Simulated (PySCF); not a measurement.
## Magnetic susceptibility: `C=COC1CC1`, C5H8O

Molfile (atoms numbered from 1):
```
C5H8O
     RDKit          3D

 14 14  0  0  0  0  0  0  0  0999 V2000
    2.7905    0.5257    0.5215 C   0  0  0  0  0  0  0  0  0  0  0  0
    1.5326    0.2189    0.7931 C   0  0  0  0  0  0  0  0  0  0  0  0
    0.5022    0.6373    0.0150 O   0  0  0  0  0  0  0  0  0  0  0  0
   -0.7768    0.2204    0.3881 C   0  0  0  0  0  0  0  0  0  0  0  0
   -1.9071    0.6834   -0.4714 C   0  0  0  0  0  0  0  0  0  0  0  0
   -1.5047   -0.7649   -0.4802 C   0  0  0  0  0  0  0  0  0  0  0  0
    3.5868    0.1944    1.1593 H   0  0  0  0  0  0  0  0  0  0  0  0
    3.0452    1.1136   -0.3410 H   0  0  0  0  0  0  0  0  0  0  0  0
    1.2593   -0.3756    1.6602 H   0  0  0  0  0  0  0  0  0  0  0  0
   -0.9246    0.1676    1.4643 H   0  0  0  0  0  0  0  0  0  0  0  0
   -1.6480    1.2769   -1.3335 H   0  0  0  0  0  0  0  0  0  0  0  0
   -2.8321    0.9681    0.0047 H   0  0  0  0  0  0  0  0  0  0  0  0
   -0.9863   -1.1325   -1.3514 H   0  0  0  0  0  0  0  0  0  0  0  0
   -2.1511   -1.4884   -0.0080 H   0  0  0  0  0  0  0  0  0  0  0  0
  1  2  2  0
  2  3  1  0
  3  4  1  0
  4  5  1  0
  5  6  1  0
  6  4  1  0
  1  7  1  0
  1  8  1  0
  2  9  1  0
  4 10  1  0
  5 11  1  0
  5 12  1  0
  6 13  1  0
  6 14  1  0
M  END
```

Computed, not measured: GIAO B3LYP/pcSseg-1 magnetisability, rotational g tensor and spin-rotation constants, non-relativistic, gas phase in PySCF 2.14.0. Geometry: GFN2-xTB, dihedral held. The dihedral C5–C4–O3–C2 is held at 180°.

**Question.** What are the magnetisability and the molar susceptibility?

**Answer.** Isotropic -1012 × 10⁻³⁰ J/T², or -61.0 × 10⁻⁶ cm³/mol; principal values -1120, -1015, -903 × 10⁻³⁰ J/T², anisotropy 188 × 10⁻³⁰ J/T² (root of half the summed squared differences of the principal values). The susceptibility is in cgs units.

**Question.** Split it along the inertial axes a, b, c into diamagnetic and paramagnetic parts about the centre of mass, with the quadrupole moment.

**Answer.** 
```csv
axis,χ (10⁻⁶ cm³/mol),diamagnetic (10⁻⁶ cm³/mol),paramagnetic (10⁻⁶ cm³/mol),summed x² of all electrons (Å²),quadrupole Θ (D Å)
a,-63.0,-177.2,114.2,158.5,+1.15
b,-58.6,-749.1,690.5,23.7,-1.89
c,-61.3,-772.7,711.4,18.1,+0.74
```
Anisotropies 2χaa − χbb − χcc = -6.2 and 2χbb − χaa − χcc = +7.2 × 10⁻⁶ cm³/mol. Θ is traceless in Buckingham's convention.

**Question.** And the rotational g tensor?

**Answer.** 
```csv
axis,rotational constant (GHz),g,nuclear part,electronic part
a,13.5886,-0.0164,0.7123,-0.7287
b,1.8522,-0.0046,0.5963,-0.6009
c,1.7870,-0.0034,0.5938,-0.5972
```
Asymmetric top; isotopes 12C, 1H, 16O; no vibrational averaging.
